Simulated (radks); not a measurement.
**N³⁺ in 1s1 2s2 2p1: an all-electron calculation**

One table from this session's results is given with a row withheld; the runs are named, their logs left out.

Program: radks (a radial shooting solver on a logarithmic mesh, Libxc functionals) version 1. Level of theory: scalar-relativistic Kohn-Sham, PBE, spin-polarised, spherical densities, finite nucleus; open shells are filled with parallel spins first. These are calculated values, not measurements, unless marked.

## The system

* element: nitrogen (Z = 7)
* charge: +3
* electrons: 4
* configuration: 1s1 2s2 2p1
* nuclear rms radius: 2.5582 fm

The outer shells:

N³⁺
```
1s [↑ ]
2s [↑↓]
2p [↑ ][  ][  ]
```

The first run:

Settings of this run:

```text
Z 7
configuration 1s1 2s2 2p1
relativity scalar-relativistic
functional pbe,pbe
spin polarised
nucleus finite rms 2.5582 fm
c 137.035999084
```

One table of the session follows, with a row left open; its other results are not shown here.

It belongs to the step «Orbitals and density». From the orbitals of this run (lengths in bohr):

```
  level     <r>  outermost maximum (interpolated)  90 % within
  1s up  0.2175                             0.143        0.388
1s down  0.2235                             0.146        0.400
  2s up   1.014                             0.846         1.57
2s down   1.049                             0.872         1.62
  2p up  0.9096                             0.701         1.49
2p down       ?                                 ?            ?
```

Estimate the missing values for 2p down.

**Answer.** <r>: 0.9665; outermost maximum (interpolated): 0.746; 90 % within: 1.58. In the column «<r>» it lies between 2p up (0.9096) and 2s up (1.014).
